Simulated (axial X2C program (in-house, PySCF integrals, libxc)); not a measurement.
# FAlF⁺: bond lengths and stretches, held linear

An exercise on one series of results from a longer session: the logs are not shown, and one member is left open.

Program: an in-house X2C program for linear molecules on PySCF integrals. Level of theory: all-electron X2C, two-component (2c) or spin-free, F dyall-av3z, Al dyall-v3z. These are calculated values, not measurements.

All values are calculated.

1 further run of the same task is left out (set aside as unsound or not needed).

Set-up of the first run:

File task.json:

```json
{"zs": [9, 13, 9], "q": 1, "bas": ["dyall-av3z", "dyall-v3z", "dyall-av3z"], "r0": [1.9, 1.9], "symm": 1, "scan": ["PBE0", "HF", "LDA"], "levels": ["PBE0", "HF", "PBE"], "nst": 2}
```

Keys: zs atomic numbers; q charge; bas basis sets; r0 starting distance in Å; symm equal bonds; scan levels of the two-bond scan (MP2 follows by itself at each HF point); levels methods; nst determinants followed.

Started as:

```console
$ python solin.py task.json out
```

Masses F 18.998, Al 26.982, F 18.998 u.

Among the steps run: Scan at PBE0, 2c; Scan at HF, 2c; Scan at LDA, 2c.

One table of the session follows, with a row left open; its other results are not shown here.

```
          level  r(F–Al) (Å)  r(Al–F) (Å)  lower stretch (cm⁻¹)  upper stretch (cm⁻¹)
       PBE0, 2c        1.595        1.595                 756.7                1163.9
         HF, 2c        1.572        1.572                 803.9                1231.0
        LDA, 2c        1.597        1.597                 743.2                1146.4
        MP2, 2c            ?            ?                     ?                     ?
PBE0, spin-free        1.594        1.594                 756.6                1163.8
  HF, spin-free        1.571        1.571                 803.7                1230.9
 LDA, spin-free        1.597        1.597                 743.1                1146.3
 MP2, spin-free        1.603        1.603                 750.1                1153.0
```

**Question.** Estimate the row for MP2, 2c.

The run gave: r(F–Al) (Å): 1.604; r(Al–F) (Å): 1.604; lower stretch (cm⁻¹): 750.2; upper stretch (cm⁻¹): 1153.1. In the column «r(F–Al) (Å)» it is the highest.

Scans not shown above were run alike.

MP2 freezes inner shells (threshold -2 hartree). The molecule was held linear; bending was not examined, so a bent shape may lie lower.
